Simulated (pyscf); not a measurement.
Four-centre exchange: H₂O (SMILES O) + HO–Al(Cl)–Cl (SMILES [OH][Al]([Cl])[Cl]) → HO–Al(Cl)–Cl (SMILES [OH][Al]([Cl])[Cl]) + H₂O (SMILES O)

Gas phase, singlet surface, charge 0. Bonds broken: O1–H7, Al2–O6. Bonds formed: O1–Al2, O6–H7. PySCF, gas phase, ωB97X-D3(BJ)/def2-SVP geometries.

Transition state (Å):

```xyz
8

O     -0.3319    -0.1843     0.9935
Al    -1.4943    -0.6932    -0.3473
Cl    -1.3579    -2.7405    -0.7857
Cl    -3.3862     0.2105    -0.2654
H      0.2197    -0.7763     1.5167
O     -0.2466     0.3682    -1.1984
H      0.1056     0.3492    -0.0223
H     -0.4273     1.2023    -1.6458
```

One imaginary mode, 1080i cm⁻¹; descent along it reached the two sides named, in the forms told below.

```
bond    change  reactant side (Å)  saddle  product side
------  ------  -----------------  ------  ------------
O1–H7   breaks              0.974   1.228         2.265
Al2–O6  breaks              1.719   1.846         1.958
O1–Al2   forms              1.958   1.846         1.719
O6–H7    forms              2.267   1.228         0.975
```

Electronic energies relative to the separated reactants (eV):

| level | barrier | reaction energy | reverse barrier |
|---|---|---|---|
| ωB97X-D3(BJ)/def2-TZVP | -0.78 | 0.00 | -0.78 |
| PBE/def2-TZVP | -0.78 | 0.00 | -0.78 |
| r²SCAN/def2-TZVP | -0.86 | 0.00 | -0.86 |
| B3LYP-D3(BJ)/def2-TZVP | -0.73 | 0.00 | -0.73 |
| PBE0-D3(BJ)/def2-TZVP | -0.82 | 0.00 | -0.82 |
| M06-2X/def2-TZVP | -0.85 | 0.00 | -0.85 |
| ωB97M-D3(BJ)/def2-TZVP | -0.73 | 0.00 | -0.73 |
| HF/def2-TZVP | -0.26 | 0.00 | -0.26 |

With ωB97M-D3(BJ)/def2-TZVP energies and thermal terms (ideal gas, 1 atm, RRHO with modes under 100 cm⁻¹ raised to 100, one conformer, R ln 2 for chiral ones without a mode under 150 cm⁻¹), in eV:

| T (K) | ΔH‡ | ΔG‡ | ΔH | ΔG |
|---|---|---|---|---|
| 298 | -0.77 | -0.25 | 0.00 | 0.00 |
| 600 | -0.77 | 0.28 | 0.00 | 0.00 |
| 900 | -0.75 | 0.80 | 0.00 | 0.00 |
| 1200 | -0.72 | 1.31 | 0.00 | 0.00 |

On the reactant side the descent ends in an adduct with a Al–O contact, 1.26 eV under the separated species and 0.48 eV under the saddle at ωB97X-D3(BJ)/def2-TZVP. On the product side the descent ends in an adduct with a Al–O contact, 1.26 eV under the separated species and 0.48 eV under the saddle at ωB97X-D3(BJ)/def2-TZVP. At ωB97X-D3(BJ)/def2-TZVP, PBE, r²SCAN, B3LYP-D3(BJ), PBE0-D3(BJ), M06-2X, ωB97M-D3(BJ)/def2-TZVP, HF the saddle lies under the separated reactants, which points to a path from their complex (located at ωB97X-D3(BJ) alone). At ωB97X-D3(BJ)/def2-TZVP, PBE, r²SCAN, B3LYP-D3(BJ), PBE0-D3(BJ), M06-2X, ωB97M-D3(BJ)/def2-TZVP, HF the saddle lies under the separated products, which points to a path from their complex (located at ωB97X-D3(BJ) alone). What is counted as formed (Al–O) is already present as a longer contact in the reactant adduct; forming that adduct is a step of its own. What is counted as broken (Al–O) persists as a longer contact in the product adduct; parting that adduct is a step of its own. This is the saddle that the search found; another between the same sides may lie lower.
